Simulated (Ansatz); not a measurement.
Born–Oppenheimer molecular dynamics of BFH₄S (7 atoms, charge 0, multiplicity 1). It starts at the highest image of a converged band, a first-order saddle point between two minima.

Computed with RKS B3LYP/def2-SVP (Ansatz).

* ensemble: NVE (velocity Verlet)
* time step: 0.5 fs
* steps asked: 200
* starting velocities drawn for: 100 K
* seed: 9529

First frame:

```xyz
7
Properties=species:S:1:pos:R:3
B 0.012 -0.238 0.055
H -0.202 0.085 1.321
H 1.070 0.256 -0.240
F -1.109 -0.045 -0.668
S 0.435 -2.257 0.330
H -0.857 -2.658 0.404
H 0.001 -0.980 1.276
```

Question: How far do the bonds stretch over the last three quarters of this one trajectory? (Pairs bonded in most of those frames.)

Answer: 
| bond | mean (Å) | spread (Å) | shortest | longest |
| --- | --- | --- | --- | --- |
| B1–H2 | 1.207 | 0.008 | 1.19 | 1.22 |
| B1–H3 | 1.208 | 0.013 | 1.19 | 1.23 |
| B1–F4 | 1.330 | 0.018 | 1.30 | 1.36 |
| S5–H6 | 1.354 | 0.012 | 1.34 | 1.38 |
| S5–H7 | 1.376 | 0.048 | 1.30 | 1.45 |

Mean temperature of the second half: 1178 K. The conserved energy stayed within 0.11 meV per atom of its start (net change 0.029 meV per atom), so the integration is sound. The kinetic energy rose, since the run started high on the potential surface and went downhill. It ends in pieces (BFH2 + H2S), so much of that is their flight and rotation, not heat. A run of 0.1 ps of so small a system gives no equilibrium averages. The orbitals stay closed-shell, which can raise the energy where a bond breaks towards radicals; this wasn't checked here.

Run time: 6.6 min on 1 thread of Intel(R) Xeon(R) Platinum 8259CL CPU @ 2.50GHz (Skylake/Cascade Lake), with other jobs on the host, peak memory 0.13 GiB.
